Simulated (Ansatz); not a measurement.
**Other spins and charges of CH2, triplet at one geometry**

Geometry (PBE0/def2-TZVP stationary point for this spin, not checked as a minimum):

```xyz
3

C     0.0000   -0.0596    0.0000
H     0.0000    0.3549   -0.9962
H     0.0000    0.3549    0.9962
```

Basis cc-pVDZ; Ansatz 0.2.0. Only valence electrons are correlated (noble-gas cores frozen). Prefix R: restricted or restricted open-shell reference; prefix U: unrestricted. Active spaces: valence = (6e, 6o) chosen from the atoms' valence shells.

Gaps are energies of the second state less the first, at fixed atoms, for a selection of the levels run; each method lands on the state that its own search finds for that charge and spin.

HF rows: RHF is the determinant under the cluster runs, UHF is the lowest solution found. Coupled cluster chose its determinant by a search with trial CCSD, here up to 0.09 eV above the lowest Hartree–Fock solution of its kind, and MP2 stands on that determinant too. For open shells CISD and CISDTQ are restricted-active-space CI with the open shells as a complete middle space.

Quintet less triplet: 11.497 eV at full CI (triplet B1, quintet A2, in C2v).

Large singles or doubles amplitudes warn of static correlation in the CH2 quintet.

```json
{"level": "RHF", "gap (eV)": "11.359", "error (meV)": "-138"}
{"level": "RMP2", "gap (eV)": "11.567", "error (meV)": "70"}
{"level": "UMP2", "gap (eV)": "11.591", "error (meV)": "94"}
{"level": "UCCSD", "gap (eV)": "11.554", "error (meV)": "57"}
{"level": "RCCSD(T)", "gap (eV)": "11.510", "error (meV)": "13"}
{"level": "UCCSDT", "gap (eV)": "11.501", "error (meV)": "4"}
{"level": "CASSCF (valence space)", "gap (eV)": "11.669", "error (meV)": "172"}
{"level": "NEVPT2 (valence space)", "gap (eV)": "11.502", "error (meV)": "5"}
{"level": "PBE0", "gap (eV)": "11.552", "error (meV)": "55"}
{"level": "wB97M-V", "gap (eV)": "11.713", "error (meV)": "216"}
```

Removing an electron, to the doublet: 10.171 eV at full CI (triplet B1, doublet ion A1, in C2v).

```
                   level  gap (eV)  error (meV)
                     RHF     9.597         -574
                     UHF     9.679         -492
                    RMP2    10.164           -7
                    UMP2    10.174            3
                    CISD    10.131          -40
                   RCCSD    10.156          -15
                   UCCSD    10.157          -14
                RCCSD(T)    10.169           -2
                UCCSD(T)    10.170           -1
                 BCCD(T)    10.169           -2
                  RCCSDT    10.170           -1
                  UCCSDT    10.170           -1
                  CISDTQ    10.170           -1
               RCCSDT(Q)    10.171            0
               UCCSDT(Q)    10.171            0
                 RCCSDTQ    10.171            0
  CASSCF (valence space)     9.478         -693
  NEVPT2 (valence space)    10.018         -153
  MRCISD (valence space)    10.130          -41
MRCISD+Q (valence space)    10.166           -5
                     PBE    10.497          326
                  r2SCAN    10.614          443
                    PBE0    10.478          307
                   B3LYP    10.379          208
                 wB97M-V    10.238           67
                  B2PLYP    10.213           42
                 RPA-PBE    10.182           11
```

Removing an electron, to the quartet: 15.367 eV at full CI (triplet B1, quartet ion A2, in C2v).

| level | gap (eV) | error (meV) |
| --- | --- | --- |
| RHF | 14.602 | -765 |
| UHF | 14.697 | -670 |
| RMP2 | 15.302 | -65 |
| UMP2 | 15.326 | -41 |
| CISD | 15.291 | -76 |
| RCCSD | 15.361 | -6 |
| UCCSD | 15.361 | -6 |
| RCCSD(T) | 15.366 | -1 |
| UCCSD(T) | 15.366 | -1 |
| BCCD(T) | 15.366 | -1 |
| RCCSDT | 15.366 | -1 |
| UCCSDT | 15.366 | -1 |
| CISDTQ | 15.366 | -1 |
| RCCSDT(Q) | 15.367 | 0 |
| UCCSDT(Q) | 15.366 | -1 |
| RCCSDTQ | 15.367 | 0 |
| CASSCF (valence space) | 14.735 | -632 |
| NEVPT2 (valence space) | 15.229 | -138 |
| MRCISD (valence space) | 15.332 | -35 |
| MRCISD+Q (valence space) | 15.362 | -5 |
| PBE | 15.475 | 108 |
| r2SCAN | 15.496 | 129 |
| PBE0 | 15.570 | 203 |
| B3LYP | 15.677 | 310 |
| wB97M-V | 15.534 | 167 |
| B2PLYP | 15.536 | 169 |
| RPA-PBE | 15.483 | 116 |

Singlet less triplet: 1.110 eV at full CI (triplet B1, singlet A1, in C2v).

Large singles or doubles amplitudes warn of static correlation in the CH2 singlet.

```tsv
level	gap (eV)	error (meV)
RMP2	1.381	271
CISD	1.272	162
RCCSD	1.188	78
RCCSD(T)	1.144	34
CISDTQ	1.116	6
RCCSDT(Q)	1.111	1
RCCSDTQ	1.110	0
CASSCF (valence space)	1.213	103
NEVPT2 (valence space)	1.219	109
MRCISD+Q (valence space)	1.128	18
```

In so small a basis the reference is far from its limit while semilocal and hybrid functionals are nearer theirs (RPA and double hybrids share part of the reference's basis error), so the functionals' errors here hold much of the reference's basis and frozen-core error, which can add to them or hide them.

Full CI is exact within this basis and frozen core; it isn't the basis-set limit. The frozen core follows each run's orbitals, which can shift R against U totals by a few meV.
